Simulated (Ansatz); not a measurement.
Consider the hydrogenolysis of the Al–F bond: `[F][AlH][F]` + H₂ → `[F][AlH2]` + H–F.

Computed with Ansatz on PBE0-D4/def2-TZVP structures; ΔE is electronic, products minus reactants. CCSD(T)/CBS is extrapolated from def2-TZVPP and def2-QZVPP, frozen cores. Functionals use def2-TZVPP.

```
       level  ΔE (eV)
   revPBE-D4     1.71
HF/CBS(def2)     1.71
```

**Question.** What does CCSD(T)/CBS give? (Best estimate.)

**Answer.** The calculation gave: +1.78 eV. The listed levels differ from it by -0.07, -0.07 eV.

Largest T1 diagnostic among the species: 0.013.

In def2-TZVPP, CCSD(T) changes the Hartree–Fock value by +0.06 eV (the triples alone add +0.02 eV) and MP2 by +0.13 eV. From PBE to PBE0 (25 % exact exchange), in def2-TZVPP and without D4, ΔE moves by −0.03 eV. At CCSD(T), def2-SVP lies −0.05 eV from the extrapolated value and def2-TZVPP −0.04 eV.
